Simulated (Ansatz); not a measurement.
`C/N=C(\F)OC` + H₂O → `C/N=C(/O)F` + CH₃OH at 700 K and 1 bar (formal hydrolysis of a C–O bond).

Program: Ansatz. Geometries: PBE0-D4/def2-TZVP. ΔE: electronic, gas phase. CCSD(T)/CBS is the MP2 limit (def2-TZVPP, def2-QZVPP) plus CCSD(T) − MP2 in def2-TZVPP, frozen cores. This one scheme is used for every species. Double bonds are as drawn, so ΔE can hold a change between cis and trans. One conformer a species, not always the lowest.

```
      species  CCSD(T)/CBS energy (Eh)  H − E (kJ/mol)  S (J/(mol·K))
`C/N=C(\F)OC`               -347.40577           327.0          458.0
          H₂O                -76.37941            80.5          218.4
 `C/N=C(/O)F`               -308.16083           236.8          398.6
        CH₃OH               -115.61712           170.8          288.5
```

H − E and S are ideal-gas, rigid-rotor, harmonic terms from PBE0-D4/def2-TZVP, for one conformer and one mirror image of each species. 1 Eh = 2625.50 kJ/mol, R = 8.31446 J/(mol·K).

Task: By hand: ΔE, ΔH, ΔS and ΔG.

Result: ΔE = (-308.16083) + (-115.61712) − (-347.40577) − (-76.37941) = 0.00723 Eh = 19.0 kJ/mol. Δ(H − E) = 236.8 + 170.8 − 327.0 − 80.5 = 0.1, so ΔH = 19.1 kJ/mol. ΔS = 398.6 + 288.5 − 458.0 − 218.4 = 10.7 J/(mol·K). ΔG = 19.1 − 700 × (10.7)/1000 = 11.6 kJ/mol.

Task: By hand: the equilibrium constant, and the temperature at which ΔG would vanish if ΔH and ΔS stayed fixed.

Result: log₁₀ K = −ΔG/(RT ln 10) = -0.9. ΔG = 0 at ΔH/ΔS = 1785 K, though so small a ΔS makes that figure unsure.

TΔS isn't small against ΔH here. A doubt of 5 kJ/mol in ΔE shifts log₁₀ K by 0.4 here. Other conformers and mirror images would add mixing entropy, several J/(mol·K) or more a flexible species. These are equilibria of isolated gas molecules and say nothing of rates. Largest T1 diagnostic: 0.012 (customary marks: 0.02 for closed shells, 0.045 for open ones).
